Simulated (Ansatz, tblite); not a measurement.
# The cluster CrO3+: a ladder of methods and basis sets

One table from this session's results is given with a row withheld; the runs are named, their logs left out.

Method: as each input shows; program: Ansatz 0.2.0, Gaussian basis.

Levels to be run: GFN1-xTB, GFN2-xTB, PBE-D4/def2-TZVP, r2SCAN-D4/def2-TZVP, LC-ωPBE/def2-TZVP, B3LYP-D4/def2-TZVP, r2SCANh-D4/def2-TZVP, CAM-B3LYP-D4/def2-TZVP, HF/def2-TZVP, PBE-D4/def2-SVP, PBE0-D4/def2-SVP, HF/STO-3G, HF/6-31G, B3LYP-D4/6-31G, CCSD(T)/def2-TZVPP, MP2/def2-TZVP, RPA/def2-TZVP.

1 further run of the same task is left out (for a known fault of the program). Runs told in other sessions of the task aren't counted.

## The structure

The doublet was relaxed beforehand with r2SCAN-D4/def2-TZVP. At that level it is the lowest of the isomers that a small search found.

4 atoms, charge 1, spin multiplicity 2.

Bond lengths: Cr1–O2 1.531 Å, Cr1–O3 1.851 Å, Cr1–O4 1.851 Å, O3–O4 1.316 Å. Angles: O2–Cr1–O3 128.5°, O2–Cr1–O4 128.3°, O3–Cr1–O4 41.6°, Cr1–O3–O4 69.2°, Cr1–O4–O3 69.2°.

No spin-orbit coupling is included. The ion is computed in the gas phase, without counter-ions or solvent.

PBE0-D4/def2-TZVP was run before; its log isn't repeated, and its numbers join the tables.

The first run:

Tight binding, by tblite at 300 K electronic temperature and without a spin-polarisation term:

```python
tblite.interface.Calculator('GFN1-xTB', numbers, positions, charge=1, uhf=1).singlepoint()
```

Tight binding, by tblite at 300 K electronic temperature and without a spin-polarisation term:

```python
tblite.interface.Calculator('GFN2-xTB', numbers, positions, charge=1, uhf=1).singlepoint()
```

start.molden holds the orbitals of an earlier run on this state, given as this run's starting guess.

Contents of in.yaml:

```yaml
crystal:
  periodic: [false, false, false]
  atoms:
    - {symbol: Cr, position_ang: [-0.610340, 0.096431, 0.270045]}
    - {symbol: O, position_ang: [-1.070646, 1.486199, -0.179018]}
    - {symbol: O, position_ang: [1.117913, -0.528657, 0.489922]}
    - {symbol: O, position_ang: [0.563083, -1.053983, -0.580959]}
basis:
  gaussian: {orbitals: def2-TZVP, initial_orbitals: start.molden}
total_charge: 1
magnetization: {spin_polarized: true, initial_magnetization: 1}
hamiltonian: {xc: pbe, dispersion: d4}
scf: {omitted_lower_state_checks: [starts]}
output: {forces: true, orbitals: {seedname: orbitals}}
```

On the command line:

```bash
ansatz run in.yaml --threads 4 --pin off --events-out ev --progress --plain --max-ram 3916MiB
```

Among the steps run: PBE-D4/def2-TZVP; r2SCAN-D4/def2-TZVP; LC-ωPBE/def2-TZVP; B3LYP-D4/def2-TZVP; r2SCANh-D4/def2-TZVP; CAM-B3LYP-D4/def2-TZVP; HF/def2-TZVP; PBE-D4/def2-SVP; PBE0-D4/def2-SVP; HF/STO-3G; HF/6-31G; B3LYP-D4/6-31G; CCSD(T)/def2-TZVPP; MP2/def2-TZVP; RPA/def2-TZVP.

One table of the session follows, with a row left open; its other results are not shown here.

```
                 level  HOMO (eV)  LUMO (eV)  gap (eV)
             HF/STO-3G     -15.73      -4.20     11.53
              HF/6-31G     -19.73      -6.87     12.86
          HF/def2-TZVP     -18.89      -6.65     12.24
       PBE-D4/def2-SVP     -13.62     -12.34      1.28
      PBE-D4/def2-TZVP     -13.43     -12.17      1.27
   r2SCAN-D4/def2-TZVP     -13.68     -12.11      1.58
  r2SCANh-D4/def2-TZVP          ?          ?         ?
        B3LYP-D4/6-31G     -15.00     -11.69      3.30
    B3LYP-D4/def2-TZVP     -14.88     -11.43      3.45
      PBE0-D4/def2-SVP     -15.35     -11.39      3.96
     PBE0-D4/def2-TZVP     -15.08     -11.10      3.98
CAM-B3LYP-D4/def2-TZVP     -16.59     -10.00      6.59
     LC-ωPBE/def2-TZVP     -17.78      -8.60      9.19
```

Q: Estimate the row for r2SCANh-D4/def2-TZVP from the others.

As computed: HOMO (eV): -14.32; LUMO (eV): -11.67; gap (eV): 2.64. In the column «HOMO (eV)» it lies between B3LYP-D4/def2-TZVP (-14.88) and r2SCAN-D4/def2-TZVP (-13.68).

Limits of these values: Doubts: state flagged by the program, large T1 diagnostic, spin contamination. Notes on CCSD(T)/def2-TZVPP: large T1 diagnostic, spin contamination, state flagged by the program.
